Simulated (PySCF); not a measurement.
**Towards the basis-set limit for N2+**

One table from this session's results is given with a row withheld; the runs are named, their logs left out.

Method: CCSD(T) on ROHF, no relativity in the base curves; scalar relativity is added as a correction; program: PySCF 2.14.0.

The first run:

| Item | Value |
| --- | --- |
| molecule | N2+ |
| state | doublet, unpaired electrons σ ↑ |
| smaller basis | N cc-pVTZ |
| larger basis | N cc-pVQZ |
| frozen core orbitals | 2 |
| extrapolation | correlation as n⁻³ (n = 3, 4), Hartree–Fock as (n+1)·exp(−9√n) |
| corrections | core–valence correlation, scalar relativity |
| distances (Å) | 0.9747, 1.0190, 1.0633, 1.1076, 1.1519, 1.2073, 1.2627 |
| masses (u) | 14.0031, 14.0031 |
| dissociation limit | N+ + N |

The run is started by

```sh
$ OMP_NUM_THREADS=4 python comp.py task.json out
```

Among the steps run: Coupled cluster at each distance.

One of the session's tables, all rows but one given; the rest of the session is left out.

It belongs to the step «Coupled cluster at each distance». Parts of the energy along the bond, in eV from N+ + N:

| R (Å) | HF/CBS | CCSD corr. | (T) | core–valence | relativity |
| --- | --- | --- | --- | --- | --- |
| 0.9747 | -2.066 | -4.394 | -0.4449 | -0.0757 | 0.0027 |
| 1.0190 | -2.908 | -4.577 | -0.4915 | -0.0612 | 0.0057 |
| 1.0633 | -3.243 | -4.764 | -0.5405 | -0.0485 | 0.0078 |
| 1.1076 | -3.202 | -4.955 | -0.5921 | -0.0375 | 0.0092 |
| 1.1519 | ? | ? | ? | ? | ? |
| 1.2073 | -2.228 | -5.394 | -0.7162 | -0.0175 | 0.0103 |
| 1.2627 | -1.378 | -5.643 | -0.7900 | -0.0088 | 0.0101 |

**Question.** Estimate the row for R (Å) = 1.1519.

Worked estimate for «HF/CBS». A straight line through the neighbours (1.1076, -3.202) and (1.2073, -2.228) gives -3.202 + (-2.228 + 3.202) × (1.1519 − 1.1076) / (1.2073 − 1.1076) = -2.769; a parabola fitted to 4 rows on both sides gives -2.877.

The run gave: HF/CBS: -2.888; CCSD corr.: -5.148; (T): -0.6459; core–valence: -0.0278; relativity: 0.0099. In «HF/CBS» the line misses by +0.119 and the parabola by +0.011.
